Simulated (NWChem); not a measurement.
System: diphosphorus (P2); SMILES P#P

```xyz
2

P      0.0000     0.0000     0.9521
P      0.0000     0.0000    -0.9521
```
Atoms are numbered in this order, from 1.

Level: B3LYP/6-31G* (spherical d) (NWChem), optimised geometry, unscaled harmonic frequencies. 

**Question.** List the harmonic frequencies with IR intensities, and the thermochemistry.

**Answer.** 
| frequency (cm⁻¹) | IR intensity (km/mol) |
|---|---|
| 798 | 0.0 |

```
Property                                                                           Result
-----------------------------------------------------------------------  ----------------
zero-point energy                                                            1.1 kcal/mol
thermal correction to the enthalpy at 298.15 K (with zero-point energy)      3.3 kcal/mol
heat capacity Cv                                                          5.6 cal/(mol K)
entropy at 298.15 K and 1 atm (symmetry number 2)                        52.1 cal/(mol K)
dipole moment                                                                      0.00 D
```

Rigid rotor and harmonic oscillator.
